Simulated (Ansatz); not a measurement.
# BNH5+ (SMILES B[NH3+]): one structure at several levels

Aim: energy, forces and dipole at a structure displaced at random from a GFN2-xTB minimum, from CCSD(T) and from density functionals.

Program: Ansatz 0.2.0, Gaussian basis. Level of theory: single points in def2-TZVPP. These are calculated values, not measurements.

Cores are frozen in the correlated methods.

**1. Where the work starts**

SMILES `B[NH3+]`, 7 atoms, charge 1, spin multiplicity 1.

Atoms are counted from 1 here; the program's logs count them from 0.

Bond lengths: B1–N2 1.472 Å, B1–H3 1.155 Å, B1–H4 1.223 Å, N2–H5 0.897 Å, N2–H6 1.071 Å, N2–H7 0.977 Å. Angles: N2–B1–H3 122.4°, N2–B1–H4 118.6°, H3–B1–H4 119.0°, B1–N2–H5 110.8°, B1–N2–H6 103.1°, B1–N2–H7 117.7°, H5–N2–H6 114.4°, H5–N2–H7 101.5°, H6–N2–H7 109.8°.

Coordinates:

```
B    -0.1093   -0.8159    0.0911
N     0.1600    0.6121   -0.1430
H     0.6582   -1.5150    0.5977
H    -1.1984   -1.2679   -0.2327
H     0.0917    0.8108   -1.0152
H    -0.5623    1.0998    0.4794
H     1.0546    0.9458    0.0640
```

**2. CCSD(T)/def2-TZVPP**

Contents of run/in.yaml:

```yaml
crystal:
  periodic: [false, false, false]
  atoms:
    - {symbol: B, position_ang: [-0.109300, -0.815900, 0.091100]}
    - {symbol: N, position_ang: [0.160000, 0.612100, -0.143000]}
    - {symbol: H, position_ang: [0.658200, -1.515000, 0.597700]}
    - {symbol: H, position_ang: [-1.198400, -1.267900, -0.232700]}
    - {symbol: H, position_ang: [0.091700, 0.810800, -1.015200]}
    - {symbol: H, position_ang: [-0.562300, 1.099800, 0.479400]}
    - {symbol: H, position_ang: [1.054600, 0.945800, 0.064000]}
basis:
  gaussian: {orbitals: def2-TZVPP}
total_charge: 1
correlation: {method: ccsd_t}
output: {forces: true}
```

No record of the launch command was kept for these runs.

**3. PBE0-D4/def2-TZVPP**

run/in.yaml, as its differences from that of step 2:

```diff
@@ -13,3 +13,3 @@
 total_charge: 1
-correlation: {method: ccsd_t}
-output: {forces: true}
+hamiltonian: {xc: pbe0, dispersion: d4}
+output: {forces: true, orbitals: {seedname: orbitals}}
```

**4. wB97M-V/def2-TZVPP**

run/in.yaml, as its differences from that of step 3:

```diff
@@ -13,3 +13,3 @@
 total_charge: 1
-hamiltonian: {xc: pbe0, dispersion: d4}
-output: {forces: true, orbitals: {seedname: orbitals}}
+hamiltonian: {xc: {name: wB97M-V}}
+output: {forces: true}
```

**5. r2SCAN-D4/def2-TZVPP**

run/in.yaml, as its differences from that of step 4:

```diff
@@ -13,3 +13,3 @@
 total_charge: 1
-hamiltonian: {xc: {name: wB97M-V}}
+hamiltonian: {xc: r2scan, dispersion: d4}
 output: {forces: true}
```

**6. PBE-D4/def2-TZVPP**

run/in.yaml, as its differences from that of step 5:

```diff
@@ -13,3 +13,3 @@
 total_charge: 1
-hamiltonian: {xc: r2scan, dispersion: d4}
+hamiltonian: {xc: pbe, dispersion: d4}
 output: {forces: true}
```

**7. HSE06-D4/def2-TZVPP**

run/in.yaml, as its differences from that of step 6:

```diff
@@ -13,3 +13,3 @@
 total_charge: 1
-hamiltonian: {xc: pbe, dispersion: d4}
+hamiltonian: {xc: hse06, dispersion: d4}
 output: {forces: true}
```

**8. r2SCANh-D4/def2-TZVPP**

run/in.yaml, as its differences from that of step 7:

```diff
@@ -13,3 +13,3 @@
 total_charge: 1
-hamiltonian: {xc: hse06, dispersion: d4}
+hamiltonian: {xc: {name: r2SCANh}, dispersion: d4}
 output: {forces: true}
```

(Steps that only read results are left out.)

**Question.** What will these runs give? Wanted: energy less free atoms, CCSD(T)/def2-TZVPP; RMS force component; RMS force error; HOMO and LUMO, PBE0-D4; T1 diagnostic.

The runs gave:

```
                                  quantity                                                                                               value
energy less free atoms, CCSD(T)/def2-TZVPP                                                                                     -345.0 kcal/mol
                       RMS force component                                                                2.615 to 2.691 eV/Å over the methods
                           RMS force error  PBE0-D4 0.125, wB97M-V 0.064, r2SCAN-D4 0.098, PBE-D4 0.211, HSE06-D4 0.126, r2SCANh-D4 0.097 eV/Å
                    HOMO and LUMO, PBE0-D4                                                                                 -15.80 and -7.80 eV
                             T1 diagnostic                                                                                               0.006
```

What this shows: Against CCSD(T) the functionals' energies less atoms differ by -17.5 to -10.2 kcal/mol, PBE-D4 by -16.3 kcal/mol. CCSD(T) in triple zeta still lacks some correlation energy of the bonds, so part of these gaps is its own basis error and they don't rank the functionals. For forces wB97M-V does best and PBE-D4 worst. Frozen-core CCSD(T) forces in triple zeta carry basis errors of their own, and this is one geometry, so small gaps rank nothing.
